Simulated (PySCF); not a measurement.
Molecule: SMILES c1ccc2nsnc2c1, C6H4N2S.

Bonds (- single, = double, # triple, : aromatic): C1:C2, C2:C3, C3:C4, C4:N5, N5:S6, S6:N7, N7:C8, C8:C9, C9:C1, C8:C4. C1 carries H10; C2 carries H11; C3 carries H12; C9 carries H13.

Frames of a GFN2-xTB Langevin trajectory at 600 K; GIAO PBE0/pcSseg-1 shieldings in PySCF 2.14.0 with density-fitted response routines, gas phase, non-relativistic; equivalent atoms averaged within each frame.

δ = σ(ref) − σ, references computed at the same level: 13C (σref 186.93), 1H (σref 31.72) vs TMS; NH3 for 15N (σref 267.73); 33S (σref 503.73) vs CS2. The references are static minima.

Question: How do the shifts (ppm) fluctuate along the trajectory?

Answer: 
| time (fs) | C4/C8 | C1/C2 | C3/C9 | N5/N7 | S6 | H12/H13 | H10/H11 |
| --- | --- | --- | --- | --- | --- | --- | --- |
| optimised geometry | 158.2 | 134.7 | 128.0 | 388.4 | 533 | 8.55 | 8.00 |
| 250 | 160.8 | 132.6 | 124.9 | 371.7 | 488 | 8.33 | 8.00 |
| 425 | 159.3 | 134.5 | 127.8 | 389.2 | 566 | 8.33 | 7.84 |
| 625 | 154.2 | 134.7 | 124.9 | 381.2 | 539 | 8.18 | 7.57 |
| 800 | 166.4 | 138.6 | 132.9 | 406.1 | 574 | 8.20 | 8.17 |
| 1000 | 160.1 | 130.4 | 130.5 | 403.0 | 532 | 7.97 | 7.18 |
| mean of frames | 160.2 | 134.2 | 128.2 | 390.2 | 540 | 8.20 | 7.75 |
| standard deviation | 4.4 | 3.0 | 3.5 | 14.5 | 34 | 0.15 | 0.39 |

5 frames give an uncertainty of the mean of about the standard deviation over 2.2 at best, since frames this close in time may not be independent; classical motion lacks zero-point vibration, and the reference would need the same averaging.
